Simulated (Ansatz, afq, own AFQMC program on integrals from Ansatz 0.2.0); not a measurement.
# Where AFQMC and coupled cluster stand for N⁺, quintet

A free N cation.

Basis cc-pVTZ. Only valence electrons are correlated. AFQMC by an in-house program on the Cholesky factors that Ansatz 0.2.0 writes for its CCSD(T) run. The CISD trial takes its coefficients from CCSD amplitudes. Released means that phaseless walkers are propagated on without the constraint, phases kept. Error bars are statistical, one sigma.

Determinant: UHF, the one that the program's search chose, which needn't be the lowest solution.

Full CI on the same integrals is exact in this basis and with this determinant's frozen core.

Cautions: another spin lies lower (by 5.69 eV).

- T1 diagnostic: 0.0019
- weight of the determinant in the CISD state: 0.992
- ⟨S²⟩ of the determinant: 6.000
- size of the correlated space: 4 electrons in 29 orbitals

| level | correlation energy (eV) |
| --- | --- |
| MP2 | -0.7453 |
| CCSD | -0.8953 |
| CCSD(T) | -0.9001 |

**Question.** Estimate where AFQMC with the constraint released lies against CCSD(T) on the same integrals.

**Answer.** 0.03 ± 0.001 kcal/mol below CCSD(T).

Reference: full CI, correlation energy -0.901 eV. The released energy is read at 2.40 1/Eh (meV from the phaseless value at times in 1/Eh: -0.06 ± 0.05 at 0.24, 0.00 ± 0.06 at 0.51, 0.02 ± 0.05 at 0.99, -0.05 ± 0.06 at 1.62, 0.01 ± 0.06 at 2.40).

```csv
level,E − E(reference) (kcal/mol),share of correlation (%)
CCSD(T),0.02,99.89
CCSDT,0.00,100.00
CCSDT(Q),0.00,100.00
ph-AFQMC/CISD,0.00 ± 0.002,100.01
released AFQMC,0.00 ± 0.001,100.01
```

CCSDT and higher add their correlation energy to the determinant of the CCSD(T) run, since their own runs factorise the integrals more tightly (a shift of under 2 meV). A walk keeps the symmetry of its determinant, which the program's search chose and which needn't be the lowest solution, so a lower state of the same spin and another symmetry isn't excluded. Released energies are given only where the last usable release times agree within the noise; a slower fall can still hide under it.
